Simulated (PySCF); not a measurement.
One molecule, a ladder of functionals, a line

Molecule: SMILES C#CCC=O, C4H4O.

Geometry:
```csv
atom,x (Å),y (Å),z (Å)
C1,2.126,-0.087,0.530
C2,1.021,-0.294,0.080
C3,-0.327,-0.487,-0.427
C4,-1.335,0.474,0.184
O5,-2.266,0.927,-0.419
H6,3.112,0.084,0.920
H7,-0.676,-1.507,-0.179
H8,-0.379,-0.392,-1.523
H9,-1.154,0.716,1.262
```

GIAO shieldings (ppm, equivalent atoms averaged) in PySCF 2.14.0 with density-fitted response routines on the PBE0-D3(BJ)/def2-SVP geometry, basis pcSseg-2, gas phase, non-relativistic:

```tsv
functional	exact exchange (%)	σ(C4)	σ(C2)	σ(C1)	σ(C3)
BLYP	0	-29.5	96.3	100.0	135.2
BP86	0	-24.9	99.6	101.6	139.6
PBE	0	-25.6	99.3	101.5	139.6
B3LYP	20	-26.5	99.1	101.2	141.0
PBE0	25	-21.6	102.7	103.3	146.4
mPW1PW91	25	-22.1	102.4	102.9	145.8
HF	100	-9.2	112.0	108.9	160.2
```

(1) Fit each shielding as a line in the percentage of exact exchange.

(2) What does the line predict for BHandHLYP (50 %), and what does the run give?

Answers

(1) σ(C4) = -27.1 + 0.18 x (rms 1.8 ppm); σ(C2) = 98.3 + 0.14 x (rms 1.3 ppm); σ(C1) = 100.8 + 0.08 x (rms 0.7 ppm); σ(C3) = 138.6 + 0.22 x (rms 1.9 ppm). The functionals also differ in their semilocal parts, which the line can't hold; Hartree–Fock has no correlation at all.

(2) σ(C4): -18.1 predicted, -21.1 computed; σ(C2): 105.3 predicted, 103.5 computed; σ(C1): 104.8 predicted, 103.5 computed; σ(C3): 149.6 predicted, 148.5 computed ppm.
